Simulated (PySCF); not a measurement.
Gas-phase reaction: 4 C3H6 (cyclic) + 3 C2H6 → 6 C3H7 (i-propyl)

Method: PySCF energies (xtb for GFN2) plus ideal-gas RRHO corrections (1 bar). 'Table' is the NASA 1993 thermochemical table (part measured, part estimated). † marks an energy on the PBE0/def2-TZVP geometry and frequencies; other levels use their own. 6-31G* has spherical d functions here. Open shells (unrestricted): C3H7 (i-propyl) (multiplicity 2); the rest are closed-shell singlets. GFN2 has no spin-polarisation term. B3LYP is the form with VWN-RPA correlation. The table's entry may be an old estimate for C3H7 (i-propyl) (not checked at source).

| level | ΔH°(298 K), kJ |
|---|---|
| table | 598.1 |
| B3LYP/6-31G* | ___ |
| B3LYP/def2-TZVP† | 494.9 |
| BLYP/def2-TZVP† | 490.7 |
| GFN2-xTB | 884.3 |
| HF/def2-TZVP† | ___ |
| M06-2X/def2-TZVP† | 603.5 |
| PBE0/def2-QZVP† | 515.3 |
| PBE0/def2-SVP† | 511.6 |
| PBE0/def2-TZVP | 516.2 |
| r2SCAN/def2-TZVP† | ___ |
| LDA/def2-TZVP† | ___ |

**Question.** Some entries are withheld; supply them.

**Answer.** 
- B3LYP/6-31G*, ΔH°(298 K), kJ: 496.4
- HF/def2-TZVP†, ΔH°(298 K), kJ: 244.1
- r2SCAN/def2-TZVP†, ΔH°(298 K), kJ: 439.8
- LDA/def2-TZVP†, ΔH°(298 K), kJ: 622.8
